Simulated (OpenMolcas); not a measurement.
**BH3 (borane): levels of theory compared**

Wanted: a comparison of 6 runs (HF/def2-SVP, HF/def2-SVPD, HF/def2-TZVP, HF/def2-TZVPD, HF/def2-TZVPPD, HF/def2-QZVPPD) of BH3 (borane). 

The calculation is run with OpenMolcas 26.06.

**1. The structure to begin with**

BH3 has 4 atoms, charge 0, and is taken as a singlet. As SMILES, `B`. The shape is that of a PBE0-D4/def2-TZVP optimisation.

Bond lengths: B1–H2 1.193 Å, B1–H3 1.193 Å, B1–H4 1.193 Å. Angles: H2–B1–H3 120.0°, H2–B1–H4 120.0°, H3–B1–H4 120.0°.

**2. A single-point energy at HF/def2-SVP (run 1)**

The input, struct.xyz:

```xyz
4

B      0.013900    -0.015100    -0.005100
H      0.982200     0.381700     0.568800
H     -0.276200    -1.171800     0.043000
H     -0.664400     0.744900    -0.626900
```

The input, job.inp:

```
* BH3 Hartree-Fock

&GATEWAY
 BasLib = $CurrDir
 Coord = struct.xyz
 Basis = def2-SVP
 Group = NoSym

&SEWARD

&SCF
 PrOrbitals = 1 1
```

The basis set def2-SVP is read from a file made from the Basis Set Exchange's data (not shown).

On the command line:

```console
$ export MOLCAS_MEM=1860
$ pymolcas job.inp > job.log
```

Output:

```text
--- Start Module: gateway ---
[...]
--- Stop Module: gateway /rc=_RC_ALL_IS_WELL_ ---
--- Start Module: seward ---
[...]
      Basis functions           29
--- Stop Module: seward /rc=_RC_ALL_IS_WELL_ ---
--- Start Module: scf ---
[...]
       Convergence after   7 Iterations
[...]
::    Total SCF energy                                -26.3704445616
[...]
      Total spin, S                                     0.0000000000
[...]
      Total electronic charge=    8.000000
      Total            charge=   -0.000000
[...]
      Dipole Moment (debye):
      Origin of the operator (angstrom)=    0.0139   -0.0151   -0.0051
                   X=  8.0522E-05               Y= -4.1823E-05               Z= -1.9610E-04           Total=  2.1608E-04
      Quadrupole Moment (debye*angstrom):
[...]
--- Stop Module: scf /rc=_RC_ALL_IS_WELL_ ---
[...]
```

Run time: 1.3 s. Hardware: 1 thread of Arm Neoverse V2, shared host; peak memory 0.37 GiB.

**3. A single-point energy at HF/def2-SVPD (run 2)**

struct.xyz is that of step 2.

The input, job.input:

```
>>> EXPORT MOLCAS_PRINT=2
&GATEWAY
BasLib=$CurrDir
Coord=struct.xyz
Basis=def2-SVPD
Group=NoSym
&SEWARD
&SCF
PrOrbitals=1 1
```

The basis set def2-SVPD is read from a file made from the Basis Set Exchange's data (not shown).

On the command line:

```console
$ export MOLCAS_MEM=1860
$ pymolcas job.input > job.log
```

Output:

```text
--- Start Module: gateway ---
[...]
--- Stop Module: gateway /rc=_RC_ALL_IS_WELL_ ---
--- Start Module: seward ---
[...]
      Basis functions           44
--- Stop Module: seward /rc=_RC_ALL_IS_WELL_ ---
--- Start Module: scf ---
[...]
       Convergence after   8 Iterations
[...]
::    Total SCF energy                                -26.3708771266
[...]
      Total spin, S                                     0.0000000000
[...]
      Total electronic charge=    8.000000
      Total            charge=   -0.000000
[...]
      Dipole Moment (debye):
      Origin of the operator (angstrom)=    0.0139   -0.0151   -0.0051
                   X=  7.1090E-05               Y= -3.7204E-05               Z= -1.7832E-04           Total=  1.9554E-04
      Quadrupole Moment (debye*angstrom):
[...]
--- Stop Module: scf /rc=_RC_ALL_IS_WELL_ ---
[...]
```

Run time: 1.4 s. Hardware: 1 thread of Arm Neoverse V2, shared host; peak memory 0.38 GiB.

Runs 3 to 5 aren't shown in full; the table further down has their settings and results.

**4. The energy at HF/def2-QZVPPD (RICD fitting) (run 6)**

struct.xyz is that of step 3.

The input, job.input:

```
&gateway
baslib=$CurrDir
coord=struct.xyz
basis=def2-QZVPPD
group=NoSym
ricd
&seward
&scf
prorbitals=1 1
```

The basis set def2-QZVPPD is read from a file made from the Basis Set Exchange's data (not shown).

On the command line:

```console
$ export MOLCAS_MEM=1860
$ pymolcas job.input > job.log
```

Output:

```text
--- Start Module: gateway ---
[...]
--- Stop Module: gateway /rc=_RC_ALL_IS_WELL_ ---
[...]
--- Start Module: seward ---
[...]
      Basis functions          162
--- Stop Module: seward /rc=_RC_ALL_IS_WELL_ ---
[...]
--- Start Module: scf ---
[...]
       Convergence after   8 Iterations
[...]
::    Total SCF energy                                -26.4023179017
[...]
      Total spin, S                                     0.0000000000
[...]
      Total electronic charge=    8.000000
      Total            charge=   -0.000000
[...]
      Dipole Moment (debye):
      Origin of the operator (angstrom)=    0.0139   -0.0151   -0.0051
                   X=  6.6228E-05               Y= -3.5912E-05               Z= -1.7482E-04           Total=  1.9037E-04
      Quadrupole Moment (debye*angstrom):
[...]
--- Stop Module: scf /rc=_RC_ALL_IS_WELL_ ---
[...]
```

Run time: 7.2 s. Hardware: 1 thread of Arm Neoverse V2, shared host; peak memory 0.13 GiB.

**5. The series**

```tsv
run	level	integral approximation	energy (Eh)	dipole moment (D)	HOMO energy (eV)	LUMO energy (eV)	wall time
1	HF/def2-SVP	none	-26.370445	0.00	-13.55	1.86	1.3 s
2	HF/def2-SVPD	none	-26.370877	0.00	-13.57	1.84	1.4 s
3	HF/def2-TZVP	none	-26.400172	0.00	-13.55	1.47	1.5 s
4	HF/def2-TZVPD	none	-26.400190	0.00	-13.55	1.32	2 s
5	HF/def2-TZVPPD	none	-26.400656	0.00	-13.55	1.31	3.9 s
6	HF/def2-QZVPPD (RICD fitting)	RICD	-26.402318	0.00	-13.55	1.23	7.2 s
```

**6. Summary of results**

| quantity | value |
| --- | --- |
| run 6: total energy | -26.40232 Eh |
| run 6: dipole moment | 0.00 D |
| run 6: HOMO energy | -13.55 eV |
| run 6: LUMO energy | 1.23 eV |
| run 6: HOMO–LUMO gap | 14.78 eV |

**Reading.** The HOMO–LUMO gap runs from 14.78 eV (HF/def2-QZVPPD) to 15.42 eV (HF/def2-SVP). All runs together took 17 s, the longest 7.2 s.
